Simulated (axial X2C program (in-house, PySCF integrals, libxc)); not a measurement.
# A two-component session on SP⁺: properties at the nuclei

Aim: properties at the nuclei of SP⁺, with spin–orbit coupling in the Hamiltonian from the start.

Program: an in-house X2C program for linear molecules on PySCF integrals. Level of theory: two-component X2C with atomic mean-field terms, S dyall-av3z, P dyall-v3z. These are calculated values, not measurements.

## 1. Set-up

task.json

```json
{
 "zs": [
  16,
  15
 ],
 "q": 1,
 "bas": [
  "dyall-av3z",
  "dyall-v3z"
 ],
 "r0": 1.96,
 "levels": [
  "PBE0",
  "HF",
  "PBE50",
  "PBE",
  "BP86"
 ],
 "nst": 3
}
```

Keys: zs atomic numbers; q charge; bas basis sets; r0 starting distance in Å; levels methods (HF also brings MP2); nst determinants followed.

Command:

```bash
$ python soeom.py task.json out
```

The runs that follow: Expectation values, lowest determinant.

Q: Predict the outcome of this session. Wanted: lowest determinant; qzz S; qzz P.

As calculated:

| quantity | value |
| --- | --- |
| lowest determinant | Ω = 0 (closed shell) |
| qzz S (a.u.), PBE0 | -1.11 |
| qzz P (a.u.), PBE0 | -2.19 |

**Reading.** The expectation values come from single determinants, which for open shells can mix terms of unlike spin or miss the lowest Ω, so a determinant need not be a state. qzz is the electric field gradient, eQq0 = 234.96 MHz × Q/barn × qzz. The operators were transformed with the bare-nucleus X2C matrices.
